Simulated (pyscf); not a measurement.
Single points on ωB97X-D3(BJ)/def2-SVP structures (PySCF, gas phase).

Problem. Estimate by transition-state theory the rate constant of `[OH][Ge]([F])[F]` [doublet] + `[H][H]` → `[F][Ge][F]` [singlet] + `[H]` [doublet] + `[OH2]` (doublet surface; Ge–O, H–H broken, H–O formed) at 1200 K, with ωB97M-D3(BJ)/def2-TZVP energies (ideal gas, 1 atm, RRHO with modes under 100 cm⁻¹ raised to 100, one conformer, R ln 2 for rigid chiral ones; no tunnelling).

Solution. The electronic barrier is 37.9 kcal/mol and the thermal terms add +28.5, so ΔG‡ = 66.5 kcal/mol. With k_BT/h = 2.50e+13 s⁻¹ and RT = 2.385 kcal/mol, and a volume of 1.64e-19 cm³ per molecule at 1 atm, k = 3.2e-18 cm³ molecule⁻¹ s⁻¹. Wigner's tunnelling factor for 1962i cm⁻¹ would be 1.23. A shift of 1 kcal/mol in the barrier changes k by a factor 1.5. On the product side the descent ends in an adduct with a Ge–O contact, 16.1 kcal/mol under the separated species and 17.6 kcal/mol under the saddle at ωB97X-D3(BJ)/def2-TZVP. What is counted as broken (Ge–O) persists as a longer contact in the product adduct; parting that adduct is a step of its own. This is the saddle that the search found; another between the same sides may lie lower. Elements up to Kr have no core potential and no relativistic terms here.
